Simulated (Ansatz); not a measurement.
Abridged output of a molecular run in Ansatz:

```
Functional definition: HF
391 factors; integrals over basis functions are off by at most 2.0e-4 eV
mean field evaluation 1: about -2703.7525 eV, gradient 4.4e1 eV
mean field evaluation 2: about -2703.7620 eV, gradient 4.4e1 eV
mean field evaluation 4: about -2706.4102 eV, gradient 2.7e0 eV
mean field evaluation 8: about -2706.4209 eV, gradient 6.6e-4 eV
mean field -2706.42092185 eV, -99.4591343999 hartree, gradient 1.5e-6 eV, S^2 0.000000; 0 other end points of the search recorded, 0 dependent functions left out
1 core orbitals not correlated: weight in the atoms' cores, before any rotation towards them, 1.000 or more for the frozen orbitals, at most 0.000 for the correlated occupied ones
reference -2706.42092185 eV, -99.4591343999 hartree; 4, 4 occupied and 61, 61 virtual orbitals, 391 factors
second order -8.47969463 eV of doubles, -0.00000000 eV of singles
cycle   1  -8.02594799 eV  change    4.5e-1 eV  update   9.4e-2
cycle   2  -8.22000670 eV  change   -1.9e-1 eV  update   4.6e-2
cycle   3  -8.27255642 eV  change   -5.3e-2 eV  update   1.7e-2
cycle   4  -8.27335447 eV  change   -8.0e-4 eV  update   7.4e-3
cycle   5  -8.26682555 eV  change    6.5e-3 eV  update   1.8e-3
cycle   6  -8.26711206 eV  change   -2.9e-4 eV  update   8.0e-4
cycle   7  -8.26723322 eV  change   -1.2e-4 eV  update   1.5e-4
cycle   8  -8.26713696 eV  change    9.6e-5 eV  update   5.1e-5
cycle   9  -8.26712658 eV  change    1.0e-5 eV  update   7.5e-6
cycle  10  -8.26712667 eV  change   -9.1e-8 eV  update   1.4e-6
perturbative correction -0.29639393 eV, -0.0108922759 hartree
Total energy: -2714.98444245 eV, -99.7738379774 hartree
```

Its atoms:

F alone.

Which basis set was used?
A. cc-pV(T+d)Z
B. def2-SVPD
C. def2-QZVPPD
D. def2-QZVPP

C. It gives 66 functions.

Write the keys of the input that set method, charge and spin (a neutral closed shell needs none for the last two).


```yaml
total_charge: -1
correlation: {method: ccsd_t}
```
